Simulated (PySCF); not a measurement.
methanethiol cation (CH4S), SMILES CS (connectivity only; charge and spin as stated), charge +1, multiplicity 2.

The structure is a stationary point at PBE0-D3(BJ)/def2-TZVP. The spin state was assumed, not searched.

These are PBE/def2-TZVPD in PySCF values and carry that method's errors.

```yaml
total_energy: -438.15571 hartree
point_group: Cs
"α spin, highest occupied and lowest empty level": -14.51 and -7.46 eV
"β spin, highest occupied and lowest empty level": -15.53 and -12.82 eV
dipole_moment_about_the_centre_of_nuclear_charge: 1.25 D
mean_static_polarisability: 28.8 bohr³ (4.27 Å³)
polarisability_principal_values: 23.1, 26.2, 37.2 bohr³
"⟨S²⟩": 0.754 (pure state 0.75)
```
